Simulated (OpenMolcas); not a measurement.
OpenMolcas timings: BH3O2 (SMILES OBO)

BH3O2: 6 atoms, total charge 0, spin state singlet. As SMILES, `OBO`. The coordinates come from a PBE0-D4/def2-TZVP relaxation. This is one conformer, not always the lowest.

```jsonl
{"atom": "O", "x (Å)": "-1.1762", "y (Å)": "-0.5245", "z (Å)": "-0.2518"}
{"atom": "B", "x (Å)": "0.0495", "y (Å)": "0.0281", "z (Å)": "-0.0729"}
{"atom": "O", "x (Å)": "0.5806", "y (Å)": "-0.0538", "z (Å)": "1.1725"}
{"atom": "H", "x (Å)": "-1.4947", "y (Å)": "-0.4335", "z (Å)": "-1.1506"}
{"atom": "H", "x (Å)": "0.6378", "y (Å)": "0.5656", "z (Å)": "-0.9761"}
{"atom": "H", "x (Å)": "1.4452", "y (Å)": "0.3541", "z (Å)": "1.2328"}
```

Program: OpenMolcas 26.06. Hardware: 1 thread of Intel Xeon 6975P-C (Granite Rapids), shared host, so times are rough. Two-electron integrals are exact unless an approximation is named.

Estimate their order by wall time, quickest first.
A. gradient at HF/STO-3G
B. gradient at B3LYP/6-31G* (spherical functions), grid UltraFine
C. energy at CCSD(T)/def2-TZVP (Cholesky decomposition), 3 core orbitals frozen
D. gradient at PBE/def2-TZVP, grid UltraFine

A (1.2 s), B (8.4 s), D (31 s), C (7.2 min).
